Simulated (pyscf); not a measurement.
Single points on ωB97X-D3(BJ)/def2-SVP structures (PySCF, gas phase).

Q: Estimate by transition-state theory the rate constant of SiH₃• (SMILES [SiH3]) + H₃C–GeH₃ (SMILES [CH3][GeH3]) -> H₃Si–CH₂–GeH₃ (SMILES [SiH3][CH2][GeH3]) + H• (SMILES [H]) (doublet surface; C–H broken, C–Si formed) at 900 K, with ωB97M-D3(BJ)/def2-TZVP energies (ideal gas, 1 atm, RRHO with modes under 100 cm⁻¹ raised to 100, one conformer, R ln 2 for chiral ones without a mode under 150 cm⁻¹; no tunnelling).

A: The electronic barrier is 43.3 kcal/mol and the thermal terms add +26.2, so ΔG‡ = 69.4 kcal/mol. With k_BT/h = 1.88e+13 s⁻¹ and RT = 1.788 kcal/mol, and a volume of 1.23e-19 cm³ per molecule at 1 atm, k = 3.1e-23 cm³ molecule⁻¹ s⁻¹. Wigner's tunnelling factor for 1355i cm⁻¹ would be 1.20. A shift of 1 kcal/mol in the barrier changes k by a factor 1.7. One saddle was located; it need not be the lowest between these sides. The angle at the attacked C is 178°. Elements up to Kr have no core potential and no relativistic terms here.
